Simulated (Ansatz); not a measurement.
**Down a group: atomization energies of BCl₂, AlCl₂, GaCl$_{2}$**

Ansatz 0.2.0, basis cc-pVDZ; geometries are PBE0/def2-TZVP minima. Wave-function levels freeze the cores with the filled d shells of p-block atoms; HF, MP2 and coupled cluster are restricted for singlets and unrestricted otherwise, atoms included, restricted open-shell where a d shell is frozen. The reference is CCSDT(Q) (coupled cluster only where its series has nearly closed). An error is the level's value less the reference. None of these values is a measured one. Energies are electronic, without zero-point terms. No spin–orbit coupling and no scalar relativity. The set is small: it underbinds, by tens of kJ/mol for each bond, so near ties and functionals' places can change in larger sets. The species are chosen: bound, without strong static correlation by their natural occupations or amplitudes, in their lowest spin state as far as vertical gaps and like structures tell, and with a ladder that closes on the reference, so errors are smaller than for species at large; levels whose determinant breaks symmetry or spin markedly are left out.

```csv
species,bonds (Å),quantity,symmetry of the states,reference,value (kcal/mol),error CCSD,error CCSD(T),error CCSDT
"BCl2, doublet","B–Cl 1.720, angle at B 125°",atomization,A1,CCSDT(Q),184.0,-4.5,-0.4,-0.3
"GaCl2, doublet","Cl–Ga 2.160, angle at Ga 119°",atomization,A1,CCSDT(Q),145.1,-3.4,-0.4,-0.3
```

Task: One member is withheld: AlCl2, doublet (Al–Cl 2.103, angle at Al 119°), where CCSD gives 163.2 kcal/mol for the atomization. Estimate from the other members what CCSDT(Q) gives.

Result: The errors of CCSD for the others average -4.0 kcal/mol; taking that off gives 167.2, which misses by 1.0, against 3.0 without the correction. The computed value at CCSDT(Q) is 166.2 kcal/mol. Errors against it: CCSD -3.0, CCSD(T) -0.3, CCSDT -0.3.

The reference falls from B to Ga, by 38.9 kcal/mol in all.
